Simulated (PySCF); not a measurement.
# Structure elucidation problem

Molecular formula: C₂H₂O. Simulated spectra:

¹H NMR (400 MHz, computed): δ 2.26 (s, 2H).

¹³C{¹H} NMR (computed): δ 198.2, 0.4.

Theory: couplings computed with B3LYP/pcJ-1, GFN2-xTB geometry, σ from GIAO-PBE0/pcSseg-1, in PySCF 2.14.0 with density-fitted response routines (equivalent nuclei averaged, in vacuum, relativity neglected, single conformer).

δ = σ(ref) − σ, references computed at the same level: TMS for ¹H (σ = 31.72 ppm), ¹³C (σ = 186.93 ppm).

Deduce the structure.

## Answers


1. The formula gives 2 degrees of unsaturation (no ring in the answer).
2. 2 carbon signals for 2 carbons: no two carbons are equivalent.
3. Carbon types of the structure: 1 × C, 1 × CH2, which accounts for all hydrogens.
4. δC 198.2: central carbon of a ketene.
5. δC 0.4: terminal carbon of a ketene.
6. δH 2.26: hydrogen on a terminal carbon of a ketene.

The compound is `C=C=O`.

Shifts are as computed. Against solution values, carbons near 30 ppm lie about +3 ppm off and those near 130 ppm about +5 ppm. Of 1211 compounds with measured shifts, 218 miss one by over three times the rms of a fit or turn the order of signals round; such compounds aren't used in these exercises.
